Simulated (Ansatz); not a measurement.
Geometry optimisation, RKS r2SCANh-D4/def2-SVP in Ansatz.

Input file:

```yaml
crystal:
  periodic: [false, false, false]
  atoms:
    - { symbol: Si, position_ang: [0.0, 0.0, 0.0] }
    - { symbol: F, position_ang: [0.9996, 0.0, 1.4848] }
    - { symbol: H, position_ang: [1.6189, 0.0, 0.3673] }
    - { symbol: Cl, position_ang: [-1.0032, 1.7381, -0.7093] }
    - { symbol: H, position_ang: [-0.6877, -1.1914, -0.4862] }
basis:
  gaussian: { orbitals: def2-SVP }
hamiltonian:
  xc: r2scanh
  dispersion: d4
relax:
  f_tol: 0.15
  max_steps: 25
  restrain:
    - { distance: [1, 2], at: 2.12, k: 30.0 }
    - { distance: [0, 1], at: 1.59, k: 30.0 }
    - { distance: [0, 2], at: 1.46, k: 30.0 }
```

Launched with:

```bash
$ ansatz run input.yaml --threads 2 --pin off --max-ram 3072MiB --backend cpu --events-out ev --progress --plain --runs-dir out
```

**Question.** Where does it end, and by what steps?

**Answer.** The run converged. The restraints hold the end off the free minimum. After 5 steps the energy has fallen by 4.160 eV (the restraints' own energy left out); H3 moved furthest, 0.56 Å.

```tsv
step	energy less start (eV)	largest force component (eV/Å)	accepted
0	0.0000	4.108	yes
1	-1.9548	3.318	yes
2	-3.2180	2.479	yes
3	-4.0870	1.295	yes
4	-4.1606	1.272	yes
5	-4.1603	1.427	yes
```

```xyz
5
Properties=species:S:1:pos:R:3
Si 0.207 0.003 0.077
F 0.468 0.028 1.647
H 1.630 0.044 -0.188
Cl -0.817 1.661 -0.545
H -0.561 -1.189 -0.335
```

Run time: 4 s on 2 threads of AMD EPYC 9R45 96-Core Processor (Zen 5), with other jobs on the host, peak memory 0.16 GiB.
